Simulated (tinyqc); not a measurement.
UHF in the sto-3g basis, for CH2, spin multiplicity 1, step by step (part 2 of 2). This run ends on a higher stationary point, not on the lowest solution. Computed by tinyqc, a small Python program that keeps every step (integrals from PySCF). Command: `OMP_NUM_THREADS=1 python tinyqc.py 24362 24363 out.jsonl` (the two numbers bound the seeds that draw the settings). One thread of a shared host (Intel(R) Xeon(R) Processor @ 2.60GHz), about 0.1 s of CPU time with the checks.

Geometry (angstrom):
```
atom         x          y         z
C     0.000000   0.000000  0.000000
H     0.000000   0.815000  0.615000
H     0.000000  -0.815000  0.615000
```

## Iteration 2: building the Fock matrix

D(alpha) after iteration 1, order 1C 1s, 1C 2s, 1C 2px, 1C 2py, 1C 2pz, 2H 1s, 3H 1s:
```
[[1.051358, -0.220857, 0.033528, 0.000000, -0.113377, 0.020283, 0.020283],
 [-0.220857, 0.971874, -0.142950, 0.000000, 0.509281, -0.122480, -0.122480],
 [0.033528, -0.142950, 0.936676, 0.000000, 0.186818, 0.018158, 0.018158],
 [0.000000, 0.000000, 0.000000, 0.976019, 0.000000, -0.055676, 0.055676],
 [-0.113377, 0.509281, 0.186818, 0.000000, 0.350727, -0.071755, -0.071755],
 [0.020283, -0.122480, 0.018158, -0.055676, -0.071755, 0.127410, -0.013588],
 [0.020283, -0.122480, 0.018158, 0.055676, -0.071755, -0.013588, 0.127410]]
```

D(beta) after iteration 1, order 1C 1s, 1C 2s, 1C 2px, 1C 2py, 1C 2pz, 2H 1s, 3H 1s:
```
[[1.051358, -0.220857, -0.033528, 0.000000, -0.113377, 0.020283, 0.020283],
 [-0.220857, 0.971874, 0.142950, 0.000000, 0.509281, -0.122480, -0.122480],
 [-0.033528, 0.142950, 0.936676, 0.000000, -0.186818, -0.018158, -0.018158],
 [0.000000, 0.000000, 0.000000, 0.976019, 0.000000, -0.055676, 0.055676],
 [-0.113377, 0.509281, -0.186818, 0.000000, 0.350727, -0.071755, -0.071755],
 [0.020283, -0.122480, -0.018158, -0.055676, -0.071755, 0.127410, -0.013588],
 [0.020283, -0.122480, -0.018158, 0.055676, -0.071755, -0.013588, 0.127410]]
```

core Hamiltonian H = T + V (hartree), order 1C 1s, 1C 2s, 1C 2px, 1C 2py, 1C 2pz, 2H 1s, 3H 1s:
```
[[-18.798201, -4.535567, 0.000000, 0.000000, -0.023253, -1.348777, -1.348777],
 [-4.535567, -5.714521, 0.000000, 0.000000, -0.228229, -2.756243, -2.756243],
 [0.000000, 0.000000, -4.572164, 0.000000, 0.000000, 0.000000, 0.000000],
 [0.000000, 0.000000, 0.000000, -4.754591, 0.000000, -1.725616, 1.725616],
 [-0.023253, -0.228229, 0.000000, 0.000000, -4.676042, -1.371069, -1.371069],
 [-1.348777, -2.756243, 0.000000, -1.725616, -1.371069, -3.812238, -1.049987],
 [-1.348777, -2.756243, 0.000000, 1.725616, -1.371069, -1.049987, -3.812238]]
```

nuclear repulsion = 6.54413843 hartree

Given earlier and not repeated: Two-electron integrals (ij|kl) in chemists' order.

J_ij = sum D_kl (ij|kl) with D = D(alpha) + D(beta), K_ij = sum D_kl (ik|jl) for each spin; F = H + J - K(s); E = tr D H + tr D J / 2 - 0.5 sum_s tr D(s) K(s) + E_nn.

Coulomb J (hartree), order 1C 1s, 1C 2s, 1C 2px, 1C 2py, 1C 2pz, 2H 1s, 3H 1s:
```
[[12.163397, 2.370167, 0.000000, 0.000000, 0.045439, 0.705101, 0.705101],
 [2.370167, 5.426045, 0.000000, 0.000000, 0.227611, 2.558559, 2.558559],
 [0.000000, 0.000000, 5.450333, 0.000000, 0.000000, 0.000000, 0.000000],
 [0.000000, 0.000000, 0.000000, 5.452056, 0.000000, 1.747218, -1.747218],
 [0.045439, 0.227611, 0.000000, 0.000000, 5.359557, 1.382578, 1.382578],
 [0.705101, 2.558559, 0.000000, 1.747218, 1.382578, 3.904962, 0.942744],
 [0.705101, 2.558559, 0.000000, -1.747218, 1.382578, 0.942744, 3.904962]]
```

exchange K(alpha) (hartree), order 1C 1s, 1C 2s, 1C 2px, 1C 2py, 1C 2pz, 2H 1s, 3H 1s:
```
[[3.623007, 0.646149, -0.001966, 0.000000, 0.009826, 0.199370, 0.199370],
 [0.646149, 0.830457, -0.088808, 0.000000, 0.287717, 0.437225, 0.437225],
 [-0.001966, -0.088808, 0.798333, 0.000000, 0.124504, -0.006716, -0.006716],
 [0.000000, 0.000000, 0.000000, 0.791747, 0.000000, 0.264820, -0.264820],
 [0.009826, 0.287717, 0.124504, 0.000000, 0.386998, 0.225439, 0.225439],
 [0.199370, 0.437225, -0.006716, 0.264820, 0.225439, 0.404564, 0.161369],
 [0.199370, 0.437225, -0.006716, -0.264820, 0.225439, 0.161369, 0.404564]]
```

exchange K(beta) (hartree), order 1C 1s, 1C 2s, 1C 2px, 1C 2py, 1C 2pz, 2H 1s, 3H 1s:
```
[[3.623007, 0.646149, 0.001966, 0.000000, 0.009826, 0.199370, 0.199370],
 [0.646149, 0.830457, 0.088808, 0.000000, 0.287717, 0.437225, 0.437225],
 [0.001966, 0.088808, 0.798333, 0.000000, -0.124504, 0.006716, 0.006716],
 [0.000000, 0.000000, 0.000000, 0.791747, 0.000000, 0.264820, -0.264820],
 [0.009826, 0.287717, -0.124504, 0.000000, 0.386998, 0.225439, 0.225439],
 [0.199370, 0.437225, 0.006716, 0.264820, 0.225439, 0.404564, 0.161369],
 [0.199370, 0.437225, 0.006716, -0.264820, 0.225439, 0.161369, 0.404564]]
```

F(alpha) (hartree), order 1C 1s, 1C 2s, 1C 2px, 1C 2py, 1C 2pz, 2H 1s, 3H 1s:
```
[[-10.257811, -2.811549, 0.001966, 0.000000, 0.012360, -0.843046, -0.843046],
 [-2.811549, -1.118933, 0.088808, 0.000000, -0.288335, -0.634909, -0.634909],
 [0.001966, 0.088808, 0.079836, 0.000000, -0.124504, 0.006716, 0.006716],
 [0.000000, 0.000000, 0.000000, -0.094282, 0.000000, -0.243218, 0.243218],
 [0.012360, -0.288335, -0.124504, 0.000000, 0.296517, -0.213931, -0.213931],
 [-0.843046, -0.634909, 0.006716, -0.243218, -0.213931, -0.311840, -0.268612],
 [-0.843046, -0.634909, 0.006716, 0.243218, -0.213931, -0.268612, -0.311840]]
```

F(beta) (hartree), order 1C 1s, 1C 2s, 1C 2px, 1C 2py, 1C 2pz, 2H 1s, 3H 1s:
```
[[-10.257811, -2.811549, -0.001966, 0.000000, 0.012360, -0.843046, -0.843046],
 [-2.811549, -1.118933, -0.088808, 0.000000, -0.288335, -0.634909, -0.634909],
 [-0.001966, -0.088808, 0.079836, 0.000000, 0.124504, -0.006716, -0.006716],
 [0.000000, 0.000000, 0.000000, -0.094282, 0.000000, -0.243218, 0.243218],
 [0.012360, -0.288335, 0.124504, 0.000000, 0.296517, -0.213931, -0.213931],
 [-0.843046, -0.634909, -0.006716, -0.243218, -0.213931, -0.311840, -0.268612],
 [-0.843046, -0.634909, -0.006716, 0.243218, -0.213931, -0.268612, -0.311840]]
```

total energy of this density = -37.10958783 hartree

This density is a damped mixture and is not idempotent.

## Iteration 2: diagonalisation and new density

X, order 1C 1s, 1C 2s, 1C 2px, 1C 2py, 1C 2pz, 2H 1s, 3H 1s:
```
[[1.027316, -0.159290, 0.000000, 0.000000, -0.016304, 0.027508, 0.027508],
 [-0.159290, 1.390441, 0.000000, 0.000000, 0.199450, -0.416702, -0.416702],
 [0.000000, 0.000000, 1.000000, 0.000000, 0.000000, 0.000000, 0.000000],
 [0.000000, 0.000000, 0.000000, 1.197731, 0.000000, -0.316000, 0.316000],
 [-0.016304, 0.199450, 0.000000, 0.000000, 1.108636, -0.227643, -0.227643],
 [0.027508, -0.416702, 0.000000, -0.316000, -0.227643, 1.334596, -0.034863],
 [0.027508, -0.416702, 0.000000, 0.316000, -0.227643, -0.034863, 1.334596]]
```

overlap S, order 1C 1s, 1C 2s, 1C 2px, 1C 2py, 1C 2pz, 2H 1s, 3H 1s:
```
[[1.000000, 0.248362, 0.000000, 0.000000, 0.000000, 0.073155, 0.073155],
 [0.248362, 1.000000, 0.000000, 0.000000, 0.000000, 0.531101, 0.531101],
 [0.000000, 0.000000, 1.000000, 0.000000, 0.000000, 0.000000, 0.000000],
 [0.000000, 0.000000, 0.000000, 1.000000, 0.000000, 0.390931, -0.390931],
 [0.000000, 0.000000, 0.000000, 0.000000, 1.000000, 0.294997, 0.294997],
 [0.073155, 0.531101, 0.000000, 0.390931, 0.294997, 1.000000, 0.212448],
 [0.073155, 0.531101, 0.000000, -0.390931, 0.294997, 0.212448, 1.000000]]
```

Diagonalise F' = X^T F X, C = X C', fill 4 alpha and 4 beta electrons from the bottom; D(s) = C_occ C_occ^T; the new density keeps 0.7 of the old one (damping). Each column has its largest component positive (the first on a tie).

F' = X^T F X (alpha) (hartree):
```
[[-10.020596, -1.539325, -0.009727, 0.000000, 0.019238, -0.156934, -0.156934],
 [-1.539325, -0.209859, 0.092740, 0.000000, -0.034648, -0.454323, -0.454323],
 [-0.009727, 0.092740, 0.079836, 0.000000, -0.123407, 0.000119, 0.000119],
 [0.000000, 0.000000, 0.000000, 0.224330, 0.000000, -0.393120, 0.393120],
 [0.019238, -0.034648, -0.123407, 0.000000, 0.466124, -0.280357, -0.280357],
 [-0.156934, -0.454323, 0.000119, -0.393120, -0.280357, 0.247230, -0.073879],
 [-0.156934, -0.454323, 0.000119, 0.393120, -0.280357, -0.073879, 0.247230]]
```

orbital energies (alpha) (hartree): [-10.266091, -0.587492, -0.285337, 0.014938, 0.419267, 0.830777, 0.908232]

coefficients C (alpha), order 1C 1s, 1C 2s, 1C 2px, 1C 2py, 1C 2pz, 2H 1s, 3H 1s:
```
[[0.991509, -0.214001, 0.000000, 0.055771, -0.164984, 0.000000, -0.152690],
 [0.037641, 0.613126, 0.000000, -0.267547, 0.788205, 0.000000, 1.129413],
 [-0.000446, -0.045096, 0.000000, 0.914438, 0.400377, 0.000000, -0.038301],
 [0.000000, 0.000000, 0.580890, 0.000000, 0.000000, 1.138788, 0.000000],
 [0.004473, 0.221764, 0.000000, 0.298566, -0.565432, 0.000000, 0.956404],
 [-0.008652, 0.273561, 0.421437, 0.110039, -0.310633, -0.927338, -0.941998],
 [-0.008652, 0.273561, -0.421437, 0.110039, -0.310633, 0.927338, -0.941998]]
```

F' = X^T F X (beta) (hartree):
```
[[-10.020596, -1.539325, 0.009727, 0.000000, 0.019238, -0.156934, -0.156934],
 [-1.539325, -0.209859, -0.092740, 0.000000, -0.034648, -0.454323, -0.454323],
 [0.009727, -0.092740, 0.079836, 0.000000, 0.123407, -0.000119, -0.000119],
 [0.000000, 0.000000, 0.000000, 0.224330, 0.000000, -0.393120, 0.393120],
 [0.019238, -0.034648, 0.123407, 0.000000, 0.466124, -0.280357, -0.280357],
 [-0.156934, -0.454323, -0.000119, -0.393120, -0.280357, 0.247230, -0.073879],
 [-0.156934, -0.454323, -0.000119, 0.393120, -0.280357, -0.073879, 0.247230]]
```

orbital energies (beta) (hartree): [-10.266091, -0.587492, -0.285337, 0.014938, 0.419267, 0.830777, 0.908232]

coefficients C (beta), order 1C 1s, 1C 2s, 1C 2px, 1C 2py, 1C 2pz, 2H 1s, 3H 1s:
```
[[0.991509, -0.214001, 0.000000, -0.055771, -0.164984, 0.000000, -0.152690],
 [0.037641, 0.613126, 0.000000, 0.267547, 0.788205, 0.000000, 1.129413],
 [0.000446, 0.045096, 0.000000, 0.914438, -0.400377, 0.000000, 0.038301],
 [0.000000, 0.000000, 0.580890, 0.000000, 0.000000, 1.138788, 0.000000],
 [0.004473, 0.221764, 0.000000, -0.298566, -0.565432, 0.000000, 0.956404],
 [-0.008652, 0.273561, 0.421437, -0.110039, -0.310633, -0.927338, -0.941998],
 [-0.008652, 0.273561, -0.421437, -0.110039, -0.310633, 0.927338, -0.941998]]
```

D(alpha) after iteration 2, order 1C 1s, 1C 2s, 1C 2px, 1C 2py, 1C 2pz, 2H 1s, 3H 1s:
```
[[1.045550, -0.187243, 0.041532, 0.000000, -0.087275, -0.004097, -0.004097],
 [-0.187243, 0.814988, -0.181761, 0.000000, 0.373374, -0.044348, -0.044348],
 [0.041532, -0.181761, 0.907143, 0.000000, 0.209677, 0.039198, 0.039198],
 [0.000000, 0.000000, 0.000000, 0.784443, 0.000000, 0.034469, -0.034469],
 [-0.087275, 0.373374, 0.209677, 0.000000, 0.287011, -0.022184, -0.022184],
 [-0.004097, -0.044348, 0.039198, 0.034469, -0.022184, 0.168576, -0.036689],
 [-0.004097, -0.044348, 0.039198, -0.034469, -0.022184, -0.036689, 0.168576]]
```

D(beta) after iteration 2, order 1C 1s, 1C 2s, 1C 2px, 1C 2py, 1C 2pz, 2H 1s, 3H 1s:
```
[[1.045550, -0.187243, -0.041532, 0.000000, -0.087275, -0.004097, -0.004097],
 [-0.187243, 0.814988, 0.181761, 0.000000, 0.373374, -0.044348, -0.044348],
 [-0.041532, 0.181761, 0.907143, 0.000000, -0.209677, -0.039198, -0.039198],
 [0.000000, 0.000000, 0.000000, 0.784443, 0.000000, 0.034469, -0.034469],
 [-0.087275, 0.373374, -0.209677, 0.000000, 0.287011, -0.022184, -0.022184],
 [-0.004097, -0.044348, -0.039198, 0.034469, -0.022184, 0.168576, -0.036689],
 [-0.004097, -0.044348, -0.039198, -0.034469, -0.022184, -0.036689, 0.168576]]
```

## Convergence

Stop when the energy changes by less than 1e-09 hartree and every element of the error matrix X^T (F D S - S D F) X (for each spin) is below 9e-06.

Course of the cycle:
```
iteration   E (hartree)     change  largest element of the error matrix
1          -36.70567337          -                             3.35e-01
2          -37.10958783  -4.04e-01                             2.57e-01
3          -37.42170312  -3.12e-01                             1.93e-01
4          -37.65843025  -2.37e-01                             1.42e-01
5          -37.83642922  -1.78e-01                             1.05e-01
6          -37.96987961  -1.33e-01                             7.65e-02
7          -38.06996282  -1.00e-01                             6.60e-02
8          -38.14517628  -7.52e-02                             6.46e-02
9          -38.20186602  -5.67e-02                             6.20e-02
10         -38.24473793  -4.29e-02                             5.85e-02
11         -38.27727610  -3.25e-02                             5.47e-02
12         -38.30206291  -2.48e-02                             5.06e-02
13         -38.32101688  -1.90e-02                             4.65e-02
14         -38.33556736  -1.46e-02                             4.25e-02
...                 ...        ...                                  ...
63         -38.38816481  -1.17e-06                             5.51e-04
64         -38.38816580  -9.90e-07                             5.07e-04
65         -38.38816664  -8.40e-07                             4.67e-04
66         -38.38816736  -7.12e-07                             4.31e-04
67         -38.38816796  -6.05e-07                             3.97e-04
68         -38.38816847  -5.13e-07                             3.66e-04
69         -38.38816891  -4.36e-07                             3.37e-04
70         -38.38816928  -3.70e-07                             3.10e-04
71         -38.38816959  -3.14e-07                             2.86e-04
72         -38.38816986  -2.67e-07                             2.64e-04
73         -38.38817009  -2.27e-07                             2.43e-04
74         -38.38817028  -1.92e-07                             2.24e-04
75         -38.38817044  -1.63e-07                             2.06e-04
76         -38.38817058  -1.39e-07                             1.90e-04
```

PySCF UHF in the same basis, after a stability check = -38.38817136 hartree

Not converged within the cap of 76 iterations: the residual falls steadily but slowly, by a factor of about 0.92 a step. Reruns (cap 100 unless said): DIIS 8: converged in 10; damping 0.5: converged in 67; level shift 0.5: converged in 60; atomic densities as start, DIIS 8: converged in 7 to a higher stationary point; the original settings with a cap of 400: converged in 113.
